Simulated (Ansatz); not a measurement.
# CH4BF: the cost of one run

Method: RKS r2SCANh-D4/def2-SVP, in Ansatz 0.2.0.

### Step 1. Starting point

Bond lengths: B1–F2 1.320 Å, B1–C3 1.600 Å, C3–H4 1.110 Å, C3–H5 1.110 Å, C3–H6 1.110 Å, B1–H7 1.190 Å. Angles: F2–B1–C3 120.0°, F2–B1–H7 120.0°, C3–B1–H7 120.0°, B1–C3–H4 109.5°, B1–C3–H5 109.5°, B1–C3–H6 109.5°, H4–C3–H5 109.4°, H4–C3–H6 109.4°, H5–C3–H6 109.4°.

Structure file:

```xyz
7

B     0.0000    0.0000    0.0000
F     0.0000    0.0000    1.3200
C     1.3856    0.0000   -0.8000
H     1.7152   -1.0462   -0.9702
H     1.2491    0.5080   -1.7774
H     2.1552    0.5381   -0.2082
H    -1.0305    0.0000   -0.5950
```

### Step 2. Preparing the start

input.yaml

```yaml
crystal:
  periodic: [false, false, false]
  atoms:
    - { symbol: B, position_ang: [0.0, 0.0, 0.0] }
    - { symbol: F, position_ang: [0.0, 0.0, 1.32] }
    - { symbol: C, position_ang: [1.3856, 0.0, -0.8] }
    - { symbol: H, position_ang: [1.7152, -1.0462, -0.9702] }
    - { symbol: H, position_ang: [1.2491, 0.508, -1.7774] }
    - { symbol: H, position_ang: [2.1552, 0.5381, -0.2082] }
    - { symbol: H, position_ang: [-1.0305, 0.0, -0.595] }
basis:
  gaussian: { orbitals: def2-SVP }
hamiltonian:
  xc: r2scanh
  dispersion: d4
relax:
  f_tol: 0.02
  max_steps: 40
```

The run is started by

```
ansatz run input.yaml --threads 2 --pin off --max-ram 3072MiB --backend cpu --events-out ev --progress --plain --runs-dir out
```

What time and memory should one allow on 2 threads of AMD EPYC 9R45 (Zen 5), shared host?

About 9.8 s, with a peak of 0.17 GiB.
